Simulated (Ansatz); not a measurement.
Total energies of C5H8 (`C=C=CCC`).

Cartesian coordinates in Å:
```
C 0.845 -2.503 0.776
C 0.809 -1.294 0.298
C 0.766 -0.081 -0.171
C -0.167 0.993 0.309
C -1.097 1.484 -0.793
H 0.226 -3.292 0.361
H 1.499 -2.764 1.602
H 1.444 0.179 -0.984
H -0.747 0.614 1.153
H 0.426 1.834 0.684
H -0.530 1.867 -1.646
H -1.733 0.673 -1.156
H -1.742 2.288 -0.432
```

The species carries charge 0 and has multiplicity 1. The geometry is a stationary point of PBE0-D4/def2-TZVP. It is one conformer, not always the lowest. Basis def2-TZVPP, Ansatz 0.2.0.

RPA on PBE orbitals: Hartree–Fock energy of these orbitals -193.96392 Eh, correlation -1.37426 Eh (frozen core).

| functional | energy without D4 (Eh) | D4 term (kJ/mol) |
| --- | --- | --- |
| PBE | -195.08561 | -21.3 |
| BLYP | -195.26030 | -47.4 |
| r2SCAN | -195.23336 | -5.6 |
| B97M-V | -195.36622 | – |
| r2SCAN0 | -195.21364 | -6.4 |
| LC-ωPBE | -195.22049 | – |
| ωB97X-V | -195.29792 | – |
| ωB97M-V | -195.25284 | – |
| B2PLYP | -195.17243 | – |
| PBE-QIDH | -195.07886 | – |

Task: Give the same for LDA (SPW92), revPBE, PBE0, B3LYP, r2SCANh, HSE06 (plane-wave form), BHLYP, CAM-B3LYP. (An estimate is asked.)

Result: Computed: 
```csv
functional,energy without D4 (Eh),D4 term (kJ/mol)
LDA (SPW92),-193.50575,–
revPBE,-195.30250,-73.5
PBE0,-195.11232,-17.8
B3LYP,-195.37136,-33.7
r2SCANh,-195.22508,-5.8
HSE06 (plane-wave form),-195.10028,-16.4
BHLYP,-195.23230,-23.2
CAM-B3LYP,-195.24212,-17.8
```

B3LYP takes the VWN-RPA correlation (the form of Gaussian; ORCA's B3LYP/G). HSE06 is the plane-wave form, built on full-range PBE exchange. The double hybrids freeze the cores in their second-order part.

LC-ωPBE has ω = 0.4 bohr⁻¹.
